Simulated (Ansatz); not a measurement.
# AlClO (triplet): the correlation ladder at a displaced geometry (v1), cc-pVDZ

An exercise on one series of results from a longer session: the logs are not shown, and one member is left open.

Method: cc-pVDZ, core rule «outside noble gas», up to 11 orbitals frozen; program: Ansatz 0.2.0, Gaussian basis.

To be run: UHF; CCSD(T) on ROHF; CCSD(T) on UHF; BCCD(T) on ROHF; CISD; CCSDT(Q) on ROHF; CCSDT(Q) on UHF.

36 further runs of the same task are left out: 11 for a known fault of the program, 12 that didn't finish, 13 set aside as unsound or not needed.

## The geometry

The geometry is a PBE0/def2-TZVP stationary point (not a proven minimum) with its atoms shifted at random (size 0.040 Å).

3 atoms, charge 0, spin multiplicity 3.

Atoms are counted from 1 here; the program's logs count them from 0.

Bond lengths: Al1–O2 1.731 Å, Al1–Cl3 2.169 Å. Angles: O2–Al1–Cl3 111.9°.

The first run:

in.yaml

```yaml
crystal:
  periodic: [false, false, false]
  atoms:
    - {symbol: Al, position_ang: [-0.021134, -0.634286, 0.652105]}
    - {symbol: O, position_ang: [-0.021967, 0.590220, 1.875634]}
    - {symbol: Cl, position_ang: [0.025997, 0.216367, -1.342730]}
basis:
  gaussian: {orbitals: cc-pVDZ}
magnetization: {spin_polarized: true, initial_magnetization: 2}
hamiltonian: {xc: hf}
output: {orbitals: {seedname: orbitals}}
```

Command:

```console
$ ansatz run in.yaml --threads 1 --pin off --events-out ev --progress --plain --max-ram 2393MiB
```

Steps of the session up to this table: UHF; CCSD(T) on ROHF; CCSD(T) on UHF; BCCD(T) on ROHF; CISD; CCSDT(Q) on ROHF; CCSDT(Q) on UHF.

One table of the session follows, with a row left open; its other results are not shown here.

It belongs to the step «Misses and costs». 

| method | from UCCSDT(Q) (kJ/mol) |
| --- | --- |
| ROHF | +921.0 |
| UHF | ? |
| RMP2 | +94.7 |
| UMP2 | +94.2 |
| CISD | +103.3 |
| RCCSD | +24.4 |
| UCCSD | +24.1 |
| RCCSD(T) | +5.1 |
| UCCSD(T) | +5.0 |
| BCCD(T) | +5.0 |
| RCCSDT | +2.3 |
| UCCSDT | +2.2 |
| RCCSDT(Q) | +0.4 |
| UCCSDT(Q) | 0 |

Estimate the missing values for UHF.

**Answer.** from UCCSDT(Q) (kJ/mol): +909.0. In the column «from UCCSDT(Q) (kJ/mol)» it lies between CISD (+103.3) and ROHF (+921.0).

Limits of these values: Restricted and unrestricted rows rest on different reference determinants; where their highest levels disagree by more than a few hundredths of an eV, they describe different states and don't form one ladder.
